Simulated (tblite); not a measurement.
Species: C₅H₁₀P (charge +1).
SMILES with atom numbers: `[CH3:1][CH2:2][C:3]1=[CH:4][P@H+:5]1[CH3:6]` (hydrogens: H7, H8, H9 on C1; H10, H11 on C2; H12 on C4; H13 on P5; H14, H15, H16 on C6)

Cartesian coordinates in Å at the GFN2-xTB level; atoms count from 1:
```xyz
16
C5H10P angstrom
C      2.612   -0.240   -0.207
C      1.419   -0.258    0.747
C      0.240    0.330    0.119
C     -0.270    0.941   -0.954
P     -1.517    0.687    0.285
C     -2.834   -0.536    0.017
H      2.846    0.775   -0.514
H      3.480   -0.659    0.292
H      2.405   -0.834   -1.093
H      1.650    0.302    1.659
H      1.193   -1.282    1.059
H     -0.031    1.317   -1.926
H     -1.900    1.814    0.984
H     -2.434   -1.371   -0.560
H     -3.210   -0.901    0.974
H     -3.657   -0.077   -0.534
```

Calculated harmonic vibrations of the isolated species, GFN2-xTB (tblite), most abundant isotopes, no scaling. Errors from tens to a few hundred cm⁻¹ against measured bands are possible. Modes of hydrogen on phosphorus can be 10 to 20 % off. One conformer, not necessarily the lowest.

Harmonic wavenumbers (cm⁻¹): 49.1, 91.8, 122.1, 167.5, 193.5, 212.1, 339.7, 357.8, 489.5, 668.4, 688.4, 697.0, 779.3, 787.6, 834.3, 870.0, 926.2, 929.8, 985.5, 1049.7, 1050.9, 1080.3, 1194.2, 1286.4, 1305.4, 1375.1, 1386.4, 1404.9, 1413.5, 1478.2, 1482.8, 1699.8, 2350.5, 2937.2, 2960.3, 2979.7, 2989.0, 2994.5, 3060.8, 3062.2, 3067.3, 3156.1.

A = 7412, B = 1424, C = 1354 MHz; mass 101.052 u (most abundant isotopes); point group C1, symmetry number 1.

**Question.** What is the zero-point energy?

**Answer.** ½Σν̃ = 28477 cm⁻¹ = 340.67 kJ/mol.

**Question.** Entropy at 273.15 K, 1 bar (ideal gas, RRHO, classical rotation)?

**Answer.** Translation 164.60, rotation 114.01, vibration 90.97: S = 369.6 J/(mol K).

**Question.** And Cp and H(273.15 K) − H(0)?

**Answer.** Cp = 126.46 J/(mol K), of which vibrations give 93.20 (their classical limit is 42 R = 349.2); H(273.15 K) − H(0) = 22.20 kJ/mol without the zero-point energy, 13.12 from vibrations.

**Question.** Which modes carry the vibrational entropy at 273.15 K?

**Answer.** 49.1 cm⁻¹: 19.58; 91.8 cm⁻¹: 14.44; 122.1 cm⁻¹: 12.13; 167.5 cm⁻¹: 9.62; 193.5 cm⁻¹: 8.51; 212.1 cm⁻¹: 7.81 J/(mol K); the other 36 give 18.89 together.

**Question.** How do the functions run with temperature in this model?

**Answer.** 
```json
{"T (K)": "100", "S (J/(mol K))": "275.0", "Cp (J/(mol K))": "72.1", "H − H(0) (kJ/mol)": "5.14", "G − H(0) (kJ/mol)": "-22.36", "ln q(vib)": "1.40"}
{"T (K)": "200", "S (J/(mol K))": "334.2", "Cp (J/(mol K))": "102.1", "H − H(0) (kJ/mol)": "13.85", "G − H(0) (kJ/mol)": "-52.99", "ln q(vib)": "3.60"}
{"T (K)": "300", "S (J/(mol K))": "381.9", "Cp (J/(mol K))": "135.7", "H − H(0) (kJ/mol)": "25.72", "G − H(0) (kJ/mol)": "-88.84", "ln q(vib)": "5.73"}
{"T (K)": "500", "S (J/(mol K))": "466.2", "Cp (J/(mol K))": "196.9", "H − H(0) (kJ/mol)": "59.28", "G − H(0) (kJ/mol)": "-173.84", "ln q(vib)": "9.89"}
{"T (K)": "800", "S (J/(mol K))": "573.0", "Cp (J/(mol K))": "257.1", "H − H(0) (kJ/mol)": "128.14", "G − H(0) (kJ/mol)": "-330.28", "ln q(vib)": "15.85"}
{"T (K)": "1000", "S (J/(mol K))": "633.4", "Cp (J/(mol K))": "284.0", "H − H(0) (kJ/mol)": "182.38", "G − H(0) (kJ/mol)": "-451.04", "ln q(vib)": "19.55"}
```

q(vib) and H(0) count from the zero-point level.

**Question.** What must be added to the electronic energy to get the Gibbs energy at 273.15 K and 1 bar?

**Answer.** ZPE + [H(273.15 K) − H(0)] − T·S = 340.67 + 22.20 − 100.95 = 261.92 kJ/mol.

**Question.** Blend soft modes into free rotors: weight 1/[1 + (100 cm⁻¹/ν̃)⁴] for the oscillator and the rest for a rotor with moment μB/(μ + B), μ = h/(8π²ν), B = 10⁻⁴⁴ kg m². What vibrational entropy results?

**Answer.** 84.39 J/(mol K) in place of 90.97, which changes −T·S at 273.15 K by +1.80 kJ/mol.

Hindered rotation and anharmonicity are outside this model. Other conformers, if any are populated, would add a mixing term that is left out. The structure is chiral; the term R ln 2 for an equal mix with its mirror image is left out.
